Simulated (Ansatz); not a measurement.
`C=CCOC=C` → `C=C1OC1(C)C`  (isomerisation)

Gas-phase electronic energies from Ansatz, PBE0-D4/def2-TZVP geometries. CCSD(T)/CBS adds triple-zeta CCSD(T) − MP2 to the extrapolated MP2 energy (def2 sets, frozen cores). Functionals use def2-TZVPP. B3LYP here is the variant with VWN-RPA as its local correlation; programs differ in this. Each species was taken in one conformer, which may not be the lowest.

| level | ΔE (kJ/mol) |
| --- | --- |
| B3LYP-D4 | 8.3 |
| ωB97X-V | -9.3 |
| ωB97M-V | -1.1 |
| PBE | -13.3 |
| B3LYP | 10.8 |
| CCSD/def2-TZVPP | 7.6 |
| MP2/CBS(def2) | -7.5 |
| CCSD/CBS(def2) | 8.9 |

Problem. What does CCSD(T)/CBS give? (Best estimate.)

Solution. Ansatz gave: +6.2 kJ/mol. The listed levels differ from it by 2.1, -15.5, -7.3, -19.5, 4.6, 1.4, -13.7, 2.7 kJ/mol.

Largest T1 diagnostic among the species: 0.012.

In def2-TZVPP, CCSD(T) changes the Hartree–Fock value by −25.1 kJ/mol (the triples alone add −2.6 kJ/mol) and MP2 by −38.9 kJ/mol.
